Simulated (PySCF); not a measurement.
1-pyrroline, C4H7N.
Atom-mapped SMILES: `[CH:1]1=[N:2][CH2:3][CH2:4][CH2:5]1`

Structure used (GFN2-xTB), in Å, numbered top down from 1:
```
atom  x, y, z in Å
C1    -0.4893    1.2983   -0.1681
N2     0.7515    1.2942   -0.3647
C3     1.2781   -0.0382   -0.2036
C4     0.0920   -0.9656    0.1707
C5    -1.1199   -0.0217    0.1799
H6    -1.0620    2.2090   -0.2480
H7     1.7600   -0.3282   -1.1403
H8     2.0507   -0.0101    0.5684
H9     0.2510   -1.4211    1.1464
H10   -0.0249   -1.7624   -0.5617
H11   -1.6090    0.0352    1.1538
H12   -1.8769   -0.2902   -0.5589
```

NICS = −σ at a ghost point: NICS(0) at the centroid of the ring atoms, NICS(1) 1 Å to either side along the normal of their mean plane, zz for the tensor component along that normal. Level: GIAO PBE0/pcSseg-1 (PySCF, non-relativistic, gas phase) on the GFN2-xTB geometry, one conformer.

Ring bond lengths (Å), with Mayer bond orders in brackets: C1–N2 1.256 (1.96), N2–C3 1.442 (1.01), C3–C4 1.551 (1.00), C4–C5 1.536 (1.04), C5–C1 1.504 (1.00).

Problem. What do the NICS probes read (ppm)?

Solution. 
```csv
ring,type,NICS(0),"NICS(1), two faces","NICS(1)zz, two faces",rms pucker (Å),"centre to ring atoms, mean (Å)"
C1–N2–C3–C4–C5,"5-membered ring with N; formal bonds 1 double, 4 single",-2.1,-3.8 / -3.7,-6.5 / -6.5,0.00,1.24
```

Problem. What can be read from them?

Solution. 
- C1–N2–C3–C4–C5: mean NICS(1)zz -6.5 ppm, shielded. C3, C4, C5 have four or more neighbours, so the value isn't read as a sign of a π ring current.

Problem. What field does 1 T along the ring normal induce along that normal at the second NICS(1) probe listed for ring C1–N2–C3–C4–C5, 1 Å off the ring?

Solution. NICSzz × B0 = -6.5 ppm × 1 T = -6 μT, against the applied field.

Problem. What are the shieldings of the ring atoms and their hydrogens in the same run (means over atoms taken as equivalent)?

Solution. 
```
   atoms                   environment  σ isotropic (ppm)  principal values of the symmetric part, first atom (ppm)
      C1                  imine carbon               18.2                                        -83.5, 36.6, 101.7
      N2                imine nitrogen             -119.2                                     -470.0, -108.8, 221.3
      C3  sp3 carbon bound to nitrogen              120.6                                        77.4, 119.9, 164.5
      C4               ring CH2 carbon              165.7                                       139.5, 177.3, 180.3
      C5               ring CH2 carbon              146.8                                       117.8, 146.8, 175.9
      H6      hydrogen on a C=N carbon              24.34                                          22.9, 24.2, 25.9
 H7 (×2)            methylene hydrogen              27.43                                          23.4, 26.8, 32.1
 H9 (×2)            methylene hydrogen              29.96                                          25.0, 28.2, 36.7
H11 (×2)            methylene hydrogen              29.16                                          24.8, 27.6, 35.0
```

Hardware: an Arm Neoverse N1 with one thread, no GPU, shared host. Cost: 15 s of wall time. This is the whole shielding run at PBE0/pcSseg-1, SCF included.
